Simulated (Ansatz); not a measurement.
System: rock-salt EuS. Method: BLYP (Ansatz, a quantum-chemistry and plane-wave program, PAW).

Numerical settings: plane-wave cutoff 520 eV, 10×10×10 k mesh, Fermi–Dirac smearing 0.01 eV, spin-polarised with parallel moments, scalar-relativistic PAW data made under PBE.

Computed at the level's own relaxed cell.

Task: Give the computed pressure derivative B′ of the bulk modulus, bulk modulus, equilibrium volume per atom and lattice constant a.

Result: 
- pressure derivative B′ of the bulk modulus = 4.3
- bulk modulus = 45.1 GPa
- equilibrium volume per atom = 26.85 Å³/atom
- lattice constant a = 5.989 Å

The run finds no gap.

Measured, for comparison: bulk modulus 61.5 ± 0.5 GPa, equilibrium volume per atom 26.60 Å³/atom (room temperature, not corrected to a static lattice; as tabulated in Sci. Rep., doi 10.1038/s41598-022-05321-9); lattice constant a 5.97 ± 0.02 Å (room temperature, not corrected to a static lattice, our sources range from 5.956 to 5.970; as tabulated in Sci. Rep., doi 10.1038/s41598-022-05321-9). Computed (rounded) less measured: bulk modulus -27 %, equilibrium volume per atom +0.9 %, lattice constant a +0.3 % (+0.3 % to +0.6 % over the range).

Note: the gap of the solid is closed in this run; the 4f shell is treated without U or exact exchange, so its levels and filling can be wrong; this level leaves the solid without a gap, although one is measured.

Spin–orbit coupling is not included; it can open a gap where bands touch, and shift volumes and moduli.

Static lattice: no zero-point or thermal effects.
